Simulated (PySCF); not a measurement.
**Working out the electron affinity of Al**

Al⁻ [Ne] 3s2 3p2 (3P) → Al [Ne] 3s2 3p1 (2P). All numbers are calculated (PySCF 2.14, the non-relativistic Hamiltonian (point nucleus), in def2-QZVPPD (10s6p5d2f1g, 76 functions)). Frozen: [Ne]. Energies in hartree (1 hartree = 27.21139 eV):

```json
{"part": "UHF", "Al⁻ (lower)": "-241.878219", "Al (upper)": "-241.880676"}
{"part": "CCSD correlation", "Al⁻ (lower)": "-0.065441", "Al (upper)": "-0.052263"}
{"part": "(T)", "Al⁻ (lower)": "-0.003137", "Al (upper)": "-0.001289"}
```

Task: What does Hartree-Fock give?

Result: (-241.880676) − (-241.878219) = -0.002457 hartree = -0.067 eV.

Task: What do CCSD and CCSD(T) give?

Result: The CCSD correlation energies differ by 0.013178 hartree = 0.359 eV and the triples by 0.001848 hartree = 0.050 eV, so CCSD gives 0.292 eV and CCSD(T) 0.342 eV.

A first-order spin-orbit estimate adds -0.003 eV to CCSD(T) (valence), giving 0.339 eV against 0.433 eV (measured; photodetachment measurements, as compiled on the Wikipedia data page of electron affinities).

What remains against the reference includes basis incompleteness, the frozen core and higher excitations.
